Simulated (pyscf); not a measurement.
Optimised with ωB97X-D3(BJ)/def2-SVP in PySCF.

Q: O=Mo(OH)(OH)(F)–F (SMILES [O]=[Mo]([OH])([OH])([F])[F]) → O=Mo(=O)(F)–F (SMILES [O]=[Mo](=[O])([F])[F]) + H₂O (SMILES O)
Surface: singlet. Broken: H–O, Mo–O. Formed: H–O. Give ΔE‡ and ΔE from ωB97M-D3(BJ)/def2-TZVP, relative to the reactant's lowest minimum found.

A: ΔE‡ = 91.5 kJ/mol, ΔE = +19.4 kJ/mol. Zero-point energy shifts the barrier by -8.5 kJ/mol. It is an elimination, with an imaginary mode of 1495i cm⁻¹. On the product side the descent ends in an adduct with a Mo–O contact (not fully relaxed), 58.5 kJ/mol under the separated species and 125.3 kJ/mol under the saddle at ωB97X-D3(BJ)/def2-TZVP. What is counted as broken (Mo–O) persists as a longer contact in the product adduct; parting that adduct is a step of its own. This is the saddle that the search found; another between the same sides may lie lower. Elements past Kr carry the def2 core potentials, without spin-orbit coupling.
